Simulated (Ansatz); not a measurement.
# B2⁺, doublet in cc-pVTZ: errors against full CI

Geometry: a point of a stretch scan, not a stationary point.

```xyz
2

B     0.0000    0.0000    0.0000
B     0.0000    0.0000    1.5630
```

Basis cc-pVTZ; Ansatz 0.2.0. Only valence electrons are correlated (noble-gas cores frozen), which leaves 5 electrons in 58 orbitals. Prefix R: restricted or restricted open-shell reference; prefix U: unrestricted. Active spaces: pair = (3e, 3o) about the gap; valence = (5e, 8o) chosen from the atoms' valence shells.

Full CI is exact within this basis and frozen core; it isn't the basis-set limit. The frozen core follows each run's orbitals, which can shift R against U totals by a few meV.

Coupled cluster chose its determinant by a search with trial CCSD, here up to 0.18 eV above the lowest Hartree–Fock solution of its kind, and MP2 stands on that determinant too.

- UHF ⟨S²⟩: 1.691
- T1 diagnostic (RCCSD): 0.0433
- largest doubles amplitude (RCCSD): 0.380

```tsv
level	E − E(determinant under the R cluster runs) (eV)
RMP2	-3.7194
RCCSD*	-4.7948
RCCSD(T)*	-5.1641
```

Question: Estimate how far full CI in cc-pVTZ lies from RCCSD(T). The table doesn't fix it; the size of (T) and the diagnostics are the guide.

Answer: Full CI in cc-pVTZ lies 1.34 kcal/mol below RCCSD(T), which is 16 % of the (T) step (-8.52 kcal/mol). T1 is raised, a doubles amplitude is large, but (T) still catches most of what CCSD lacks. The miss exceeds 1 kcal/mol.

The other levels:

```csv
level,E − E(full CI) (kcal/mol),share of correlation (%),wall time
BCCD(T)*,1.77,98.53,7 s
RCCSDT*,0.57,99.53,–
RCCSDT(Q)*,0.03,99.97,34 s
CASSCF (pair space),68.85,42.83,–
NEVPT2 (pair space),21.13,82.45,1.2 s
MRCISD (pair space),7.00,94.19,–
MRCISD+Q (pair space),1.88,98.44,1.6 s
CASSCF (valence space),32.35,73.13,–
NEVPT2 (valence space),7.14,94.07,2.9 s
MRCISD (valence space),1.13,99.06,–
MRCISD+Q (valence space),0.28,99.77,7 s
```

An asterisk marks runs whose energy the program itself flagged as in doubt.

The correlation energy at full CI, counted from the determinant under the R cluster runs, is -5.222 eV. That run took 5.2 min on 1 thread of Arm Neoverse V1, shared host over 6,375,432 determinants.

Run but not shown, since their state, orbitals or frozen core can't be matched to the reference's or they repeat it: RHF, UHF, UMP2, CISD, UCCSD, UCCSD(T), UCCSDT, UCCSDT(Q).

Times hold each run's SCF and search for its determinant on a shared host, so for small cases they say little of a method's own cost; they ran on 1 thread of Arm Neoverse V1.

The full-CI state has the irrep B3u of D2h, in the program's axes (one component, if the state is degenerate).

Natural occupations of full CI about the gap: 1.927 1.586 0.960 0.345 0.058 0.054 0.020 0.014 0.007 0.005; effectively unpaired electrons, Σ n²(2−n)², 1.80. No single determinant describes this state well, so single-reference rows can miss without a flag.
